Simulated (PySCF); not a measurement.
Compound: C₅H₅F.
InChI=1S/C5H5F/c6-5-3-1-2-4-5/h1-5H

Computed with PySCF, TDDFT B3LYP/def2-SVPD, vertical, gas phase, core orbitals frozen in the response. Geometry: GFN2-xTB; no solvent, vibrations or thermal averaging.

Computed states:

```
state  E (eV)       f
   S1    4.37   0.044
   S2    6.33   0.019
   S3    6.38  0.0029
   S4    6.47  0.0058
   S5    6.89   0.011
   S6    7.03   0.032
   S7    7.05   0.036
   S8    7.58  0.0045
```

Broadening: Gaussians 0.25 eV wide at half height, area fixed by f = 4.319×10⁻⁹ ∫ε dν̃. The cross-section is σ = 3.8235×10⁻²¹ ε cm², given in Mb (10⁻¹⁸ cm²). The width is an assumption, not a result. The curve ends short of the highest state used, and states not computed would add to its high-energy end.

Question: What does the envelope look like, and where are its maxima?

Answer: 
```tsv
E (eV)	σ (Mb)
3.99	0.03
4.12	1.22
4.25	9.92
4.38	18.01
4.51	7.30
4.64	0.66
4.77	0.01
4.90	0.00
5.03	0.00
5.16	0.00
5.29	0.00
5.42	0.00
5.55	0.00
5.68	0.00
5.81	0.00
5.94	0.01
6.07	0.46
6.20	4.31
6.33	10.02
6.46	6.86
6.59	1.85
6.72	1.71
6.85	9.77
6.98	26.70
```

Maxima: 284 nm (4.37 eV), ε about 4700, made up of S1 (100%); 195 nm (6.35 eV), ε about 2700, made up of S2 (76%), S3 (11%) and S4 (13%) (ε in L mol⁻¹ cm⁻¹; maxima over ε = 5, shares over 10%). At its high-energy end, 6.98 eV, the curve is still rising (ε about 7000, from S5, S6 and S7).

Question: Coming from long wavelengths, where does ε first pass 100 L mol⁻¹ cm⁻¹?

Answer: At about 304 nm (4.07 eV), 0.29 eV below S1.

Question: What would ε be at 4.37 eV, the highest of these maxima, with half the width (0.125 eV)?

Answer: About 9480 L mol⁻¹ cm⁻¹ against 4750, a factor of about 2.00; a lone state at its own centre would give exactly 2.

Question: On this curve, what absorbance would a 10⁻⁴ mol/L sample give at 266 nm over a 1 cm path?

Answer: 266 nm is 4.661 eV, where ε is about 100 L mol⁻¹ cm⁻¹, so A = ε c l ≈ 0.01 (Beer–Lambert, with the gas-phase spectrum and the assumed width).

Time: 17 s wall. Hardware: Arm Neoverse V1, one thread, on a shared host.
